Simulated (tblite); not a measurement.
Record of a relaxation.

Species: C4H6Cl (doublet state).
SMILES with atom numbers: `[Cl:1][CH2:2][C:3]1[CH2:4][CH2:5]1` (hydrogens: H6, H7 on C2; H8, H9 on C4; H10, H11 on C5)

Computed with GFN2-xTB (tblite), gas phase: L-BFGS steps from a force-field or distance-geometry start until the largest atomic force falls under 0.01 eV/Å. 14 of its 89 geometries are shown.

Step 0: E = -436.4887 eV, largest atomic force 2.570 eV/Å
```
atom  x, y, z in Å  |  force x, y, z in eV/Å
Cl1     2.413    1.444   -0.536    0.335   0.323   0.048
C2      1.457    0.013   -0.067    0.769  -0.841  -0.600
C3      0.092    0.228   -0.549   -1.234  -1.050   1.995
C4     -1.026   -0.742   -0.363   -0.622   0.177   0.283
C5     -1.034    0.601    0.375   -0.156   0.220  -1.106
H6      1.570   -0.094    1.034   -0.217   0.116  -0.459
H7      1.958   -0.857   -0.572   -0.385   0.578   0.397
H8     -1.852   -0.825   -1.086    0.799  -0.255   0.166
H9     -0.912   -1.633    0.319    0.095   0.761  -1.119
H10    -1.704    1.391   -0.043    0.411  -0.824   0.829
H11    -0.956    0.476    1.460    0.204   0.795  -0.433
```

Step 7: E = -436.8450 eV, largest atomic force 0.222 eV/Å
```
atom  x, y, z in Å  |  force x, y, z in eV/Å
Cl1     2.441    1.465   -0.531   -0.079  -0.096  -0.020
C2      1.476   -0.011   -0.087   -0.097  -0.017   0.013
C3      0.067    0.156   -0.444   -0.049   0.100   0.041
C4     -1.087   -0.743   -0.334    0.144  -0.036   0.011
C5     -1.062    0.599    0.384   -0.010   0.011  -0.039
H6      1.586   -0.082    1.003    0.135  -0.041  -0.021
H7      1.956   -0.858   -0.582   -0.054   0.109   0.004
H8     -1.783   -0.871   -1.158    0.182   0.081   0.098
H9     -0.930   -1.650    0.241   -0.172  -0.043  -0.018
H10    -1.724    1.375    0.019    0.033  -0.086  -0.004
H11    -0.934    0.624    1.463   -0.033   0.019  -0.065
```

Step 14: E = -436.8625 eV, largest atomic force 0.107 eV/Å
```
atom  x, y, z in Å  |  force x, y, z in eV/Å
Cl1     2.429    1.462   -0.548    0.016   0.044  -0.010
C2      1.479   -0.005   -0.076    0.011  -0.091  -0.032
C3      0.072    0.157   -0.412   -0.077   0.043   0.020
C4     -1.073   -0.749   -0.318   -0.009  -0.041  -0.063
C5     -1.072    0.600    0.387   -0.006   0.038  -0.018
H6      1.635   -0.101    1.005    0.073   0.010   0.023
H7      1.933   -0.846   -0.601    0.045  -0.006  -0.007
H8     -1.730   -0.846   -1.171   -0.022   0.003  -0.027
H9     -0.980   -1.673    0.241    0.000   0.033   0.054
H10    -1.744    1.357    0.006    0.041  -0.020  -0.018
H11    -0.945    0.649    1.461   -0.072  -0.015   0.078
```

Step 20: E = -436.8693 eV, largest atomic force 0.100 eV/Å
```
atom  x, y, z in Å  |  force x, y, z in eV/Å
Cl1     2.421    1.471   -0.562   -0.015  -0.018  -0.017
C2      1.489   -0.017   -0.075    0.067   0.062  -0.005
C3      0.077    0.151   -0.376    0.017  -0.037   0.012
C4     -1.076   -0.746   -0.321   -0.014  -0.002   0.038
C5     -1.082    0.597    0.396    0.003   0.028  -0.018
H6      1.696   -0.108    0.999   -0.013  -0.008   0.003
H7      1.940   -0.846   -0.620   -0.018   0.013  -0.004
H8     -1.716   -0.835   -1.189    0.012  -0.038   0.030
H9     -1.004   -1.658    0.260   -0.014  -0.062  -0.042
H10    -1.739    1.349   -0.015    0.027   0.096   0.012
H11    -1.001    0.645    1.477   -0.051  -0.033  -0.011
```

Step 27: E = -436.8742 eV, largest atomic force 0.041 eV/Å
```
atom  x, y, z in Å  |  force x, y, z in eV/Å
Cl1     2.414    1.481   -0.585   -0.032  -0.025  -0.003
C2      1.502   -0.017   -0.073    0.007   0.030   0.006
C3      0.084    0.137   -0.336    0.013  -0.025   0.003
C4     -1.081   -0.746   -0.314   -0.012   0.007  -0.003
C5     -1.092    0.599    0.400   -0.004  -0.034   0.016
H6      1.745   -0.114    0.993   -0.011   0.021  -0.005
H7      1.943   -0.840   -0.637   -0.015   0.006   0.005
H8     -1.697   -0.841   -1.198    0.014   0.005  -0.022
H9     -1.033   -1.665    0.263   -0.013   0.022   0.004
H10    -1.713    1.376   -0.025    0.029  -0.002  -0.004
H11    -1.066    0.633    1.485    0.022  -0.005   0.004
```

Step 34: E = -436.8755 eV, largest atomic force 0.044 eV/Å
```
atom  x, y, z in Å  |  force x, y, z in eV/Å
Cl1     2.397    1.484   -0.601    0.008   0.027  -0.024
C2      1.506   -0.017   -0.070   -0.024  -0.017   0.019
C3      0.086    0.124   -0.318    0.020  -0.006   0.001
C4     -1.086   -0.747   -0.315    0.008   0.015   0.001
C5     -1.091    0.595    0.406   -0.025  -0.036   0.005
H6      1.759   -0.102    0.994    0.008   0.005  -0.004
H7      1.942   -0.839   -0.637    0.031  -0.021   0.015
H8     -1.683   -0.839   -1.213   -0.003   0.014   0.017
H9     -1.056   -1.665    0.266   -0.016   0.009  -0.018
H10    -1.689    1.386   -0.028   -0.015   0.007   0.019
H11    -1.079    0.621    1.491    0.007   0.004  -0.031
```

Step 41: E = -436.8783 eV, largest atomic force 0.080 eV/Å
```
atom  x, y, z in Å  |  force x, y, z in eV/Å
Cl1     2.329    1.508   -0.696    0.027  -0.027  -0.028
C2      1.527   -0.026   -0.053   -0.056  -0.019   0.027
C3      0.102    0.064   -0.233   -0.008  -0.020   0.023
C4     -1.105   -0.749   -0.325    0.004   0.023   0.010
C5     -1.097    0.578    0.419    0.063   0.040   0.028
H6      1.852   -0.046    0.993   -0.018   0.047  -0.009
H7      1.977   -0.850   -0.608   -0.017   0.018  -0.005
H8     -1.639   -0.805   -1.265   -0.008   0.013   0.008
H9     -1.173   -1.667    0.253    0.028  -0.014  -0.057
H10    -1.624    1.420   -0.015    0.018  -0.061  -0.016
H11    -1.145    0.576    1.504   -0.033  -0.001   0.018
```

Step 47: E = -436.8769 eV, largest atomic force 0.344 eV/Å
```
atom  x, y, z in Å  |  force x, y, z in eV/Å
Cl1     2.278    1.522   -0.779    0.004  -0.067  -0.009
C2      1.541   -0.032   -0.038   -0.016  -0.016   0.186
C3      0.115    0.012   -0.157   -0.126  -0.111   0.137
C4     -1.122   -0.749   -0.333    0.038  -0.017  -0.091
C5     -1.097    0.565    0.435    0.002   0.107   0.108
H6      1.931    0.004    0.994   -0.170   0.084  -0.257
H7      2.003   -0.852   -0.586   -0.039  -0.004  -0.025
H8     -1.608   -0.777   -1.312    0.151   0.022   0.308
H9     -1.264   -1.671    0.239    0.080   0.182  -0.228
H10    -1.562    1.444   -0.011    0.102  -0.213   0.084
H11    -1.209    0.538    1.522   -0.025   0.034  -0.215
```

Step 54: E = -436.9850 eV, largest atomic force 0.195 eV/Å
```
atom  x, y, z in Å  |  force x, y, z in eV/Å
Cl1     2.030    1.503   -1.070   -0.153  -0.097  -0.051
C2      1.530   -0.068    0.021    0.068   0.072  -0.074
C3      0.144   -0.207    0.158    0.085   0.002  -0.023
C4     -1.118   -0.739   -0.347   -0.037   0.010   0.035
C5     -1.065    0.513    0.518   -0.101  -0.105  -0.066
H6      2.045    0.248    0.925   -0.022  -0.087   0.004
H7      2.036   -0.864   -0.515    0.002  -0.064   0.076
H8     -1.369   -0.660   -1.398    0.074   0.095  -0.050
H9     -1.542   -1.637    0.093    0.188   0.052   0.009
H10    -1.263    1.469    0.054    0.023   0.100   0.023
H11    -1.423    0.445    1.533   -0.128   0.023   0.116
```

Step 61: E = -437.0364 eV, largest atomic force 0.252 eV/Å
```
atom  x, y, z in Å  |  force x, y, z in eV/Å
Cl1     1.763    1.352   -1.251   -0.037  -0.031  -0.051
C2      1.527   -0.039    0.022    0.047  -0.095   0.229
C3      0.153   -0.288    0.293    0.002   0.053  -0.008
C4     -1.081   -0.707   -0.368    0.048  -0.069   0.005
C5     -1.048    0.488    0.575   -0.050  -0.056  -0.044
H6      2.060    0.355    0.887   -0.006   0.013  -0.054
H7      2.053   -0.887   -0.409    0.005   0.007  -0.089
H8     -1.198   -0.541   -1.433    0.013  -0.053   0.036
H9     -1.567   -1.612   -0.014    0.023   0.144  -0.081
H10    -1.101    1.481    0.148   -0.080   0.100   0.029
H11    -1.556    0.400    1.524    0.034  -0.013   0.027
```

Step 68: E = -437.0464 eV, largest atomic force 0.054 eV/Å
```
atom  x, y, z in Å  |  force x, y, z in eV/Å
Cl1     1.690    1.301   -1.295    0.047   0.003  -0.027
C2      1.530   -0.050    0.044   -0.038   0.005   0.010
C3      0.157   -0.290    0.319   -0.019   0.020   0.028
C4     -1.062   -0.696   -0.376    0.011   0.005   0.038
C5     -1.050    0.489    0.581   -0.009   0.006   0.027
H6      2.078    0.383    0.879   -0.009  -0.001  -0.033
H7      2.053   -0.896   -0.394    0.007  -0.009   0.005
H8     -1.144   -0.523   -1.442    0.007  -0.004  -0.015
H9     -1.575   -1.591   -0.050    0.003   0.014  -0.015
H10    -1.106    1.495    0.180   -0.011  -0.005   0.008
H11    -1.565    0.384    1.526    0.012  -0.034  -0.027
```

Step 74: E = -437.0483 eV, largest atomic force 0.050 eV/Å
```
atom  x, y, z in Å  |  force x, y, z in eV/Å
Cl1     1.691    1.274   -1.325    0.021  -0.008  -0.029
C2      1.526   -0.047    0.044    0.022  -0.013   0.008
C3      0.156   -0.284    0.333    0.006  -0.024  -0.003
C4     -1.055   -0.689   -0.375   -0.008   0.005  -0.027
C5     -1.055    0.488    0.590    0.002   0.001  -0.017
H6      2.082    0.401    0.863    0.001   0.030   0.040
H7      2.049   -0.904   -0.374   -0.019   0.001  -0.020
H8     -1.117   -0.510   -1.442   -0.008   0.012  -0.023
H9     -1.579   -1.583   -0.067    0.009  -0.020   0.018
H10    -1.116    1.498    0.202   -0.011   0.008   0.013
H11    -1.578    0.359    1.526   -0.016   0.008   0.039
```

Step 81: E = -437.0510 eV, largest atomic force 0.039 eV/Å
```
atom  x, y, z in Å  |  force x, y, z in eV/Å
Cl1     1.751    1.230   -1.377   -0.005  -0.007   0.011
C2      1.529   -0.041    0.051    0.014  -0.011   0.001
C3      0.155   -0.264    0.307    0.000   0.007  -0.008
C4     -1.057   -0.679   -0.389   -0.039   0.004   0.000
C5     -1.065    0.480    0.599    0.002  -0.002   0.013
H6      2.063    0.439    0.868    0.003  -0.004  -0.017
H7      2.055   -0.911   -0.335    0.010   0.015   0.015
H8     -1.149   -0.485   -1.451    0.012   0.012   0.008
H9     -1.554   -1.589   -0.082   -0.001  -0.015  -0.011
H10    -1.155    1.498    0.240   -0.002   0.009  -0.030
H11    -1.570    0.323    1.543    0.005  -0.007   0.018
```

Step 88: E = -437.0515 eV, largest atomic force 0.007 eV/Å
```
atom  x, y, z in Å  |  force x, y, z in eV/Å
Cl1     1.756    1.213   -1.390    0.000  -0.002   0.001
C2      1.530   -0.040    0.053    0.003   0.002   0.001
C3      0.155   -0.261    0.302    0.000   0.004  -0.002
C4     -1.060   -0.676   -0.391   -0.001   0.001   0.002
C5     -1.067    0.477    0.604   -0.002   0.000   0.000
H6      2.058    0.453    0.865    0.000   0.001   0.001
H7      2.063   -0.911   -0.318    0.000   0.000  -0.001
H8     -1.153   -0.468   -1.451   -0.001  -0.003   0.002
H9     -1.550   -1.594   -0.095   -0.003   0.001  -0.003
H10    -1.165    1.495    0.243    0.004  -0.005   0.002
H11    -1.562    0.315    1.552    0.000   0.000  -0.001
```

Task: Summarise the path.

Result: The energy falls by 0.5628 eV from step 0 to step 88; nine tenths of that is first reached at step 56. It rises by more than 0.2 meV at steps 45 and 47. The largest force goes from 2.570 to 0.007 eV/Å. Among the bonds Cl1–C2 changes most, from 1.785 to 1.925 Å; the atoms move by 0.676 Å rms after alignment.

The cost below is that of the whole relaxation. On Arm Neoverse V2, one thread, shared host, this took 0.3 s wall.
